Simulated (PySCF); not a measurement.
Static response to an electric field

C₄H₇OP.
Numbering: `[O:1]=[PH:2]1[CH2:3][CH:4]=[CH:5][CH2:6]1` (hydrogens: H7 on P2; H8, H9 on C3; H10 on C4; H11 on C5; H12, H13 on C6)

Geometry (GFN2-xTB, Å), atoms numbered from 1 in this order:
```xyz
13
C4H7OP angstrom
O     -0.336    2.629   -0.160
P     -0.208    1.270    0.364
C      1.319    0.315   -0.003
C      0.823   -1.097   -0.044
C     -0.483   -1.273   -0.173
C     -1.329   -0.041   -0.270
H     -0.336    1.174    1.751
H      2.113    0.467    0.729
H      1.697    0.636   -0.980
H      1.528   -1.910    0.016
H     -0.950   -2.243   -0.227
H     -1.579    0.194   -1.310
H     -2.263   -0.119    0.289
```

Level: B3LYP/def2-SVPD (PySCF), static field, nuclei fixed, core orbitals frozen in the response. The polarisability tensor in these axes (au):

```
x   74.78 -0.14  1.70
y   -0.14 75.39  0.87
z    1.70  0.87 56.62
```

Task: Diagonalise the tensor; give its mean and Δα, where Δα² is half the sum of the squared differences of the eigenvalues.

Result: Principal values 56.43, 74.92 and 75.44 au; mean 68.93 au = 10.21 Å³ = 11.37 × 10⁻⁴⁰ C²·m²/J; Δα = 18.76 au (27 % of the mean).

Task: What is the dipole moment, and where does it point?

Result: (0.48, -4.17, 0.78) D, 4.27 D in size, pointing from the negative to the positive side. Measured along this direction, the outermost atoms are O1 at the negative end and H11 and H10 at the positive end.

Task: Molar refractivity from α?

Result: Lorentz–Lorenz: R = (4π/3)N_A α = 2.5225 cm³/(mol·Å³) × 10.21 Å³ = 25.8 cm³/mol, in the limit of long wavelengths.

Task: Traceless (Buckingham) quadrupole moment about the centre of nuclear charge: eigenvalues?

Result: -13.30, 4.09, 9.21 D·Å. The values depend on the origin, since the dipole doesn't vanish. The electronic extent ⟨r²⟩ about the same centre is 640 bohr², a root-mean-square distance of 1.82 Å for the 54 electrons.

Task: Find the Langevin capture rate constant for H3+ (3.023 u) meeting this molecule (102.023 u), k = 2.342 × 10⁻⁹ cm³/s × √(α in Å³ / reduced mass in u).

Result: The reduced mass is 2.94 u, so k = 4.37 × 10⁻⁹ cm³/s. The formula leaves out the permanent dipole, which adds to the capture rate.

Task: Form Σ f/ω² (atomic units) for the 8 lowest TDDFT singlets, given as eV and f, and set it beside the mean polarisability, which is this sum over all singlets: 6.13, 0.0129; 6.31, 0.0052; 6.78, 0.0121; 6.91, 0.0231; 6.92, 0.0699; 7.02, 0.0417; 7.08, 0.0100; 7.20, 0.0058.

Result: They add up to 2.84 au, 4.1 % of the 68.93 au; the largest single term is 1.08 au, from the state at 6.92 eV. Terms in order: 0.25, 0.10, 0.20, 0.36, 1.08, 0.63, 0.15, 0.08 au. Higher excitations give the rest. The strengths listed sum to 0.181.

Task: What depolarisation ratio follows for Rayleigh scattering of linearly polarised light, taking the static tensor?

Result: ρ = 3Δα²/(45ᾱ² + 4Δα²) = 1056.1/(213821 + 1408.1) = 0.00491.

Isolated species at its GFN2-xTB geometry (one conformer only).

The run behind these numbers computed excited states as well. The run took 20 s of wall time on one thread, Arm Neoverse V1 (aarch64), shared host with 64 logical CPUs at a one-minute load of 27, and the process peaked at 0.66 GiB of memory.
